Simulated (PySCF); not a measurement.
An unknown gives this computed stick spectrum. Computed with TDDFT CAM-B3LYP/def2-SVPD, vertical, gas phase, core orbitals frozen in the response (PySCF). Geometries: GFN2-xTB, one conformer each.

| state | E (eV) | f | main configurations (H = HOMO, L = LUMO) |
| --- | --- | --- | --- |
| S1 | 6.67 | 0.0003 | H→L (92%) |
| S2 | 7.30 | 0.534 | H→L+1 (97%) |
| S3 | 7.34 | 0.0035 | H→L+2 (83%), H→L+3 (10%) |
| S4 | 7.54 | 0.0080 | H→L+3 (80%), H→L+2 (10%) |
| S5 | 8.40 | 0.0002 | H-1→L+1 (57%), H→L+4 (18%), H→L+5 (12%) |
| S6 | 8.47 | 0.0001 | H→L+4 (39%), H-1→L+1 (33%), H→L+5 (17%) |
| S7 | 8.58 | 0.025 | H→L+5 (62%), H→L+4 (29%) |
| S8 | 8.91 | 0.0004 | H→L+7 (87%) |

Triplets computed (Tamm–Dancoff): 4.45, 6.55, 7.26 eV.

Question: Which candidate is it? All have the formula C5H9F.
A. `C/C=C(\C)CF`
B. `FC1CCCC1`
C. `C=C[C@H](C)CF`
D. `CCC1(F)CC1`

Answer: A. Its S1, at 6.67 eV, is the lowest among the candidates; the nearest of the others has S1 at 7.46 eV. S1 is HOMO→LUMO (92%). Löwdin shares by element: HOMO carbon 79% or more (atoms not listed hold the other 21%); LUMO carbon 44% or more, hydrogen 8% or more (atoms not listed hold the other 49%). At the same level the other candidates give, for their lowest levels:
- `C=C[C@H](C)CF`: 7.46 eV (f 0.129); 7.55 eV (f 0.368); 7.94 eV (f 0.005); 8.00 eV (f 0.006); 8.30 eV (f 0.009); T1 4.53 eV; HOMO -8.98, LUMO 1.32 eV
- `FC1CCCC1`: 8.76 eV (f 0.008); 8.88 eV (f 0.020); 9.07 eV (f 0.001); 9.24 eV (f 0.007); 9.35 eV (f 0.012); T1 8.53 eV; HOMO -10.41, LUMO 1.34 eV
- `CCC1(F)CC1`: 7.75 eV (f 0.012); 8.29 eV (f 0.013); 8.43 eV (f 0.006); 8.45 eV (f 0.012); 8.80 eV (f 0.023); T1 7.59 eV; HOMO -9.32, LUMO 1.37 eV

The values belong to the conformer `[CH3:1]/[CH:2]=[C:3](\[CH3:4])[CH2:5][F:6]`: C2–C3–C5–F6 0°.
